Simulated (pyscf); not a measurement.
Optimised with ωB97X-D3(BJ)/def2-SVP in PySCF.

**Question.** What is the homolytic dissociation enthalpy (298 K, ωB97M-D3(BJ)/def2-TZVP) of the C–H bond of F–CH(F)–Si(F)(F)–F, to F–C•(F)–Si(F)(F)–F + H•?

**Answer.** C–H to F–C•(F)–Si(F)(F)–F + H•: 91.2 kcal/mol. The 7 functionals that were run give +86.3 (r²SCAN) to +91.2 kcal/mol (ωB97M-D3(BJ)). Other isomers of F–C•(F)–Si(F)(F)–F were not searched in full and may lie lower.
